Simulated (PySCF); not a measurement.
Aza analogues, thiophene 1N. Isolated molecules, 0 K electronic values unless said otherwise. Strings in code marks are SMILES.

These are PySCF with PBE0-D4/def2-TZVP values and carry that method's errors. All candidates: neutral, multiplicity 1. Delta-SCF ions had no search for a lower state. Excitations are Tamm–Dancoff values on a coarser integration grid. The basis has no diffuse functions, so Rydberg states are missing or too high.

vertical ionisation energy (Delta-SCF): 9.72 eV
HOMO–LUMO gap: 6.62 eV
S1 excitation (TDA): 5.84 eV

**Question.** Name which member has these values.
(A) `c1cscn1`
(B) `c1cnsc1`
(C) `c1ccsc1`

**Answer.** B, `c1cnsc1`. The others give `c1cscn1`: 9.49 eV, 6.55 eV, 5.48 eV; `c1ccsc1`: 8.93 eV, 6.53 eV, 6.08 eV
